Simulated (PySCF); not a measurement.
# How far each method lies from RCCSDT(Q) for AsH2⁻, singlet

Geometry: a PBE0/def2-TZVPD stationary point for this spin, not checked as a minimum.

```xyz
3

As    0.0000   -0.0283    0.0000
H     0.0000    1.0529   -1.0973
H     0.0000    1.0529    1.0972
```

Basis aug-cc-pVDZ; PySCF 2.14.0. Only valence electrons are correlated (noble-gas cores and the filled d shells of p-block atoms frozen), which leaves 8 electrons in 40 orbitals. Prefix R: restricted or restricted open-shell reference. No spin–orbit coupling is included, and no scalar relativity.

Full CI isn't at hand for all of this; RCCSDT(Q) serves as the reference, and is uncertain by the last step of the cluster series or more.

```
T1 diagnostic (ROHF- or RHF-based CCSD)             : 0.0129
largest doubles amplitude (ROHF- or RHF-based CCSD) : 0.055
```

```
   level  E − E(RHF) (eV)
    RMP2          -3.6918
   RCCSD          -4.3287
RCCSD(T)          -4.4769
```

(1) Estimate how far RCCSDT(Q) in aug-cc-pVDZ lies from RCCSD(T). The table doesn't fix it; the size of (T) and the diagnostics are the guide.

(1) RCCSDT(Q) in aug-cc-pVDZ lies 2.7 kJ/mol below RCCSD(T), which is 19 % of the (T) step (-14.3 kJ/mol). The diagnostics are small and one determinant leads, so the series closes fast and only a small part of (T) is left.

The other levels:

```tsv
level	E − E(RCCSDT(Q)) (kJ/mol)	share of correlation (%)	wall time
RCCSDT	0.8	99.81	–
```

The correlation energy at RCCSDT(Q), counted from RHF, is -4.505 eV. That run took 37 s on 1 thread of Arm Neoverse V2, shared host.

Times are those of the correlated step on a shared host, with one SCF added for the restricted CCSD run; they ran on 1 thread of Arm Neoverse V2.
